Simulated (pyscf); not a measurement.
A first-order saddle from PySCF, ωB97X-D3(BJ)/def2-SVP:

```xyz
8

B      0.7076     0.4692    -0.1925
O      1.5847     1.0529    -0.8013
H     -0.6562     0.5557     0.0094
C     -1.1799    -0.7830     1.1258
H      0.5701    -0.6155     0.6515
H     -0.9888    -1.1334     0.1229
H     -1.9741    -1.3093     1.6815
H     -0.6855     0.0209     1.6495
```

Surface: singlet, charge 0. Lowest wavenumbers (cm⁻¹): 1464i, 163, 419, 430, 726.

### Question
What reaction is this the transition state of?

### Answer
HB=O (SMILES B=O) + CH₄ (SMILES C) <-> HB=O (SMILES B=O) + CH₄ (SMILES C), a four-centre exchange read from left to right: B–H, C–H broken and B–H, C–H formed. At CCSD(T)/def2-TZVPP + ΔMP2(QZVPP) it lies +107.8 kcal/mol from the left side and +107.8 kcal/mol from the right (each side as separated species at their lowest minima found). The same reactants have a lower exit, to H₃C–BH–OH (barrier +50.9 kcal/mol at ωB97M-D3(BJ), against +111.1 kcal/mol here). One saddle was located; it need not be the lowest between these sides. A restricted solution here is unstable towards spin polarisation, so biradical character is likely and single-reference numbers are less safe. The CCSD(T) − MP2 part came from Ansatz, without density fitting, on the same reference. The largest closed-shell T1 diagnostic is 0.038, which may signal static correlation.
